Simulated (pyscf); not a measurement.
Structures and frequencies: ωB97X-D3(BJ)/def2-SVP in PySCF.

Problem. Estimate the classical barrier height and the reaction energy of H₂N–SiH₂–F (SMILES N[SiH2]F) + SiH₄ (SMILES [SiH4]) -> H₂N–SiH₃ (SMILES N[SiH3]) + F–SiH₃ (SMILES F[SiH3]) at PBE/def2-TZVP. The step runs on the singlet surface, breaks F–Si, H–Si and forms H–Si, F–Si; take the separated reactants as zero.

Solution. ΔE‡ = 35.0 kcal/mol, ΔE = +8.4 kcal/mol. ωB97M-D3(BJ)/def2-TZVP gives 37.6 kcal/mol and +8.1 kcal/mol. Zero-point energy shifts the barrier by +2.2 kcal/mol. It is a four-centre exchange, with an imaginary mode of 324i cm⁻¹. Another saddle between the same species, by other bonds, lies lower (26.4 kcal/mol against 37.6 kcal/mol at ωB97M-D3(BJ)/def2-TZVP).
